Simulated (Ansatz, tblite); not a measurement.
Cost and result up the ladder for the cluster C₂H₂ (the lowest singlet isomer of a short search) (4 atoms). Charge 0, multiplicity 1. Geometry: PBE-D4/def2-TZVP.

Cartesian coordinates in Å:
```
C -0.3078 0.3488 0.3849
C 0.3078 -0.3488 -0.3848
H -0.8527 0.9676 1.0684
H 0.8527 -0.9675 -1.0685
```

Ansatz on 4 threads of Arm Neoverse V1 on a shared host; xTB runs through tblite on one thread. Times are rough, summed over both states, and most runs start from the orbitals of an earlier one. CCSD(T)/def2-TZVPP serves as the yardstick here, not as an exact answer. The other state is a triplet at its own geometry.

The xTB rows come from tblite. HSE06 is defined as in plane-wave codes, on full-range PBE exchange. Correlated methods freeze 2 core orbitals. The structure comes from a short search, and lower isomers may exist.

Correlated methods converge slowly with the basis.

xTB has no spin-polarisation term.

```
                         level  functions  wall time  triplet − singlet (eV)  difference from CCSD(T)/def2-TZVPP (eV)
                      GFN2-xTB         10    0.002 s                    5.28                                     1.10
                      GFN1-xTB         12    0.004 s                    5.15                                     0.97
                 MP2/def2-TZVP         74     0.45 s                    4.55                                     0.37
           revPBE-D4/def2-TZVP         74      0.9 s                    4.01                                    -0.17
              PBE-D4/def2-TZVP         74     0.95 s                    4.11                                    -0.07
             RPA@PBE/def2-TZVP         74        1 s                    4.15                                    -0.03
            BHLYP-D4/def2-TZVP         74      1.1 s                    3.95                                    -0.23
            HSE06-D4/def2-TZVP         74      1.2 s                    3.99                                    -0.19
B2PLYP/def2-TZVP (with forces)         74      1.4 s                    4.28                                     0.10
             PBE0-D4/def2-TZVP         74      1.5 s                    3.99                                    -0.19
           r2SCAN-D4/def2-TZVP         74      2.1 s                    3.85                                    -0.33
            CCSD(T)/def2-TZVPP         90      2.8 s                    4.18                                     0.00
              B97M-V/def2-TZVP         74      4.5 s                    4.14                                    -0.04
```
